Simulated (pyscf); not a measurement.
This saddle point was located with ωB97X-D3(BJ)/def2-SVP in PySCF.

```xyz
6

Sn     0.4892     1.6944    -0.0080
H      0.9516     0.3599    -1.3518
H      1.5487     0.8085     1.0974
S     -1.1781    -0.4180     0.0524
H      0.1183    -0.1903    -0.9413
H     -0.4552    -1.1495     0.9210
```

Surface: singlet, charge 0. Lowest wavenumbers (cm⁻¹): 1301i, 272, 372, 502, 618.

Q: What reaction is this the transition state of?

A: SnH₂ [singlet] + H₂S ⇌ HS–SnH: [singlet] + hydrogen (H₂), a four-centre exchange read from left to right: H–Sn, H–S broken and S–Sn, H–H formed. At ωB97M-D3(BJ)/def2-TZVP it lies +1.9 kcal/mol from the left side and +23.9 kcal/mol from the right (each side as separated species at their lowest minima found). On the reactant side the descent ends in an adduct with a S–Sn contact, 16.5 kcal/mol under the separated species and 14.0 kcal/mol under the saddle at ωB97X-D3(BJ)/def2-TZVP. What is counted as formed (S–Sn) is already present as a longer contact in the reactant adduct; forming that adduct is a step of its own. At ωB97X-D3(BJ)/def2-TZVP the barrier from the zero used here is -2.5 kcal/mol. This is the saddle that the search found; another between the same sides may lie lower. Elements past Kr carry the def2 core potentials, without spin-orbit coupling.
